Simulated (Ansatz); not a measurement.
## 2H MoS₂

Computed with HSE06 (PAW; Ansatz, a first-principles code).

Settings: plane-wave cutoff 500 eV, 12×12×2 k mesh (along the axes of the cell as run), gaussian smearing 0.02 eV, no spin polarisation, scalar-relativistic PAW data made under PBE.

Cell: relaxed at this level.

```json
{
  "volume_per_atom": "20.54 Å³/atom",
  "lattice_parameter_a": "3.150 Å",
  "lattice_parameter_c": "14.337 Å",
  "band_gap": "1.99 eV (on the SCF k mesh)"
}
```

Measured, for comparison: band gap 1.23 eV (room temperature, no zero-point or thermal correction, bulk 2H, our sources range from 1.23 to 1.29; as tabulated in Bastos et al. (2019), arXiv:1903.08112); lattice constant a 3.16 Å, lattice parameter c 12.294 Å (300 K, no zero-point or thermal correction; as tabulated in arXiv:1605.07067). Computed (rounded) less measured: lattice constant a -0.3 %, lattice parameter c +16.6 %. A static lattice is as a rule a little smaller and stiffer than an uncorrected measurement, which narrows the difference in the lattice constant a and would widen misses of the other sign.

Note: the cell comes from a level without a dispersion term, which matters for the spacing of layers, chains or molecules; the cell has widely spaced layers and the level no dispersion term, so their spacing and the moduli can rest on weak binding.

Spin–orbit coupling is not included.
